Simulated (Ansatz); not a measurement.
HBC, singlet: the ladder up to full CI

Geometry: a point of a stretch scan, not a stationary point.

```xyz
3

B     0.0000    0.0000   -0.2313
C     0.0000    0.0000   -1.6954
H     0.0000    0.0000    1.9267
```

Basis 6-31G; Ansatz 0.2.0. Correlated methods freeze the noble-gas cores, which leaves 8 electrons in 18 orbitals. R marks a restricted (for open shells ROHF) determinant, U an unrestricted one. Active spaces: valence = (8e, 9o) chosen from the atoms' valence shells; pair = (2e, 2o) about the gap.

Full CI is exact within this basis and frozen core; it isn't the basis-set limit. The frozen core follows each run's orbitals, which can shift R against U totals by a few meV.

The determinant fills πx and πy unequally, so it is a mixture of Σ and Δ, which weighs on every level built on one determinant.

RHF is unstable: UHF (⟨S²⟩ = 1.67) lies 1.68 eV below the lowest RHF solution. Higher spins weren't run at this geometry and may lie near or lower.

```
UHF ⟨S²⟩                          : 1.674
T1 diagnostic (RCCSD)             : 0.0253
largest doubles amplitude (RCCSD) : 0.218
```

| level | E − E(full CI) (meV) | share of correlation (%) | wall time |
| --- | --- | --- | --- |
| RHF | 5168 | 0.00 | – |
| UHF† | 3492 | – | – |
| RMP2 | 1664 | 67.79 | – |
| UMP2† | 1174 | – | – |
| CISD | 839 | 83.76 | 0.3 s |
| RCCSD | 346 | 93.30 | – |
| UCCSD*† | -233 | – | – |
| RCCSD(T) | 133 | 97.42 | 0.45 s |
| UCCSD(T)*† | -544 | – | 2 s |
| BCCD(T) | 135 | 97.40 | 0.48 s |
| RCCSDT | 75 | 98.55 | – |
| UCCSDT*† | -948 | – | – |
| CISDTQ | 110 | 97.87 | 1.6 s |
| RCCSDT(Q) | 38 | 99.27 | 0.99 s |
| UCCSDT(Q)*† | -1085 | – | 4.4 s |
| RCCSDTQ* | 7 | 99.87 | 7.5 s |
| UCCSDTQ*† | -979 | – | 37 s |
| CASSCF (valence space) | 987 | 80.90 | – |
| NEVPT2 (valence space) | 271 | 94.75 | 4.4 s |
| MRCISD (valence space) | 25 | 99.51 | – |
| MRCISD+Q (valence space) | 6 | 99.89 | 6 s |

An asterisk marks runs whose energy the program itself flagged as in doubt. A dagger marks rows that describe another state than the reference (another or a broken symmetry, a higher spin or other natural occupations), so the difference holds a gap between states beside the method's error.

The correlation energy at full CI, counted from RHF, is -5.168 eV. That run took 20 s on 1 thread of Arm Neoverse V2, shared host over 2,341,648 determinants.

Run but not shown, since their state, orbitals or frozen core can't be matched to the reference's or they repeat it: CASSCF (pair space), NEVPT2 (pair space).

Times hold each run's SCF and search for its determinant on a shared host, so for small cases they say little of a method's own cost; they ran on 1 thread of Arm Neoverse V2.

Unrestricted levels hold only the spin's projection, and here they fall towards a lower state of higher spin.

The full-CI state has the irrep A1 of C2v, in the program's axes (one component, if the state is degenerate).

Natural occupations of full CI about the gap: 1.968 1.923 1.767 0.960 0.960 0.239 0.065 0.065 0.021 0.011; effectively unpaired electrons, Σ n²(2−n)², 2.40. No single determinant describes this state well, so single-reference rows can miss without a flag.
